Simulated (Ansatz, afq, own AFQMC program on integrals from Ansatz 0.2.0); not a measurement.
AFQMC on a folder of integrals that Ansatz 0.2.0 wrote.

```yaml
crystal:
  periodic: [false, false, false]
  atoms:
    - {symbol: Cl, position_ang: [0.000000, 0.000000, 0.000000]}
basis:
  gaussian: {orbitals: def2-TZVP}
magnetization: {spin_polarized: true, initial_magnetization: 1}
correlation: {method: ccsd_t, electrons: outside_noble_gas, hamiltonian_folder: ham}
```

```sh
$ ansatz run in.yaml --threads 1 --pin off --events-out ev --progress --plain --max-ram 15360MiB --backend cuda --devices 0, --max-vram 18GiB
```

Options of the walk:

```
--method phaseless --trial cisd --walkers 4000 --populations 20 --least-time 60 --time-step 0.005 --steps-per-block 50 --equilibration-blocks 28 --max-blocks 4000 --target-error 0.0001 --factor-cut 1e-05 --start spin_pure --seed 5320 --release-times 0.24,0.5,1,1.5 --release-step 0.02 --release-every 3 --taylor-order 6
```

Times are imaginary, in 1/Eh. The walk had a cap of 122 s. With eight or more populations the least sampling time is a fifth of least-time, and the error comes from their spread.

afq prints:

```
orbitals 32  electrons 4 3  factors 204 of 208
reference energy -459.47680991 Eh
CCSD correlation -0.17950386 Eh in 7 cycles, weight of the determinant in the CISD state 0.9291
energy of the start -459.656113 Eh
 block  time / (1/Eh)  mean weight  energy / Eh
     1     0.250  1.0000  -459.655883
     2     0.500  1.0002  -459.657929
     3     0.750  0.9999  -459.659642
     4     1.000  0.9999  -459.661202
     5     1.250  0.9999  -459.662071
    10     2.500  1.0000  -459.662255
    15     3.750  1.0003  -459.662464
    20     5.000  1.0000  -459.663016
    25     6.250  0.9998  -459.662805
    30     7.500  1.0000  -459.662609
    35     8.750  0.9999  -459.662843
    40    10.000  0.9999  -459.662621
    45    11.250  0.9999  -459.662044
    50    12.500  0.9999  -459.663120
    53    13.250  1.0000  -459.661992
    55    13.750  0.9997  -459.662432
    60    15.000  1.0000  -459.662810
    65    16.250  0.9999  -459.663174
    70    17.500  1.0002  -459.662659
    73    18.250  1.0001  -459.664422
    75    18.750  1.0003  -459.662657
    78    19.500  1.0002  -459.662443
error from the spread of 20 populations
released: time / (1/Eh)  energy / Eh  error  mean overlap
  0.24  -459.662587  0.000057  0.9997
  0.50  -459.662743  0.000041  1.0000
  1.00  -459.662804  0.000035  0.9987
  1.50  -459.662653  0.000165  0.9958
energy -459.662580 +/- 0.000078 Eh
(rows thinned)
```

The run passed its tests (sampling time, drift between the halves within three errors, error under three times the target), which doesn't prove that it has relaxed.

Against this walk (error 2.1 meV) on the same determinant: CCSD(T) 15.8 meV higher, CCSDT(Q) 7.3 meV lower, CCSDTQ 7.5 meV lower. The error is statistical and leaves out the bias of the constraint. Released to 1.00 1/Eh the energy lies 6.1 ± 2.3 meV (both errors) below the phaseless value, which shows part or all of the bias of the constraint, and CCSDTQ lies 1.4 meV below the released value.

Cautions: constraint bias not in the error.

The walk took 30 s on 1 × NVIDIA H100 80GB HBM3 with 2 threads of AMD EPYC 7R13 Processor (Zen 3) (shared host) (the card was shared). The log's last line is the phaseless energy.

CCSDT and higher add their correlation energy to the determinant of the CCSD(T) run, since their own runs factorise the integrals more tightly (a shift of under 2 meV). A walk keeps the symmetry of its determinant, which the program's search chose and which needn't be the lowest solution, so a lower state of the same spin and another symmetry isn't excluded.
